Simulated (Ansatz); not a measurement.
Compare A (`N=CSCO`) with its isomer B (`N=C(O)CS`).

Isolated molecules relaxed with PBE0-D4/def2-TZVP in Ansatz; ΔE leaves out vibrations. CCSD(T)/CBS is the MP2 limit (def2-TZVPP, def2-QZVPP) plus CCSD(T) − MP2 in def2-TZVPP, frozen cores. Functionals use def2-TZVPP. B3LYP here is the variant with VWN-RPA as its local correlation; programs differ in this. Each species was taken in one conformer, which may not be the lowest.

Problem. Which is lower in electronic energy at CCSD(T)/CBS, and by how much? (Estimate.)

Solution. The calculation gave: B, by 67.3 kJ/mol.

Problem. Give E(B) − E(A) in kJ/mol with CCSD/def2-TZVPP, CCSD(T)/def2-TZVPP, B2PLYP, r2SCAN-D4, HF/def2-TZVPP, PBE-D4, B3LYP-D4. (Best estimate.)

Solution. Ansatz gave: CCSD/def2-TZVPP -72.6, CCSD(T)/def2-TZVPP -68.8, B2PLYP -66.1, r2SCAN-D4 -64.6, HF/def2-TZVPP -81.5, PBE-D4 -59.6, B3LYP-D4 -63.3. None reverses the order clearly.

Largest T1 diagnostic: 0.014.

From PBE to PBE0 (25 % exact exchange), in def2-TZVPP and without D4, E(B) − E(A) moves by −9.6 kJ/mol. In def2-TZVPP, CCSD(T) changes the Hartree–Fock value by +12.7 kJ/mol (the triples alone add +3.7 kJ/mol) and MP2 by +11.3 kJ/mol.
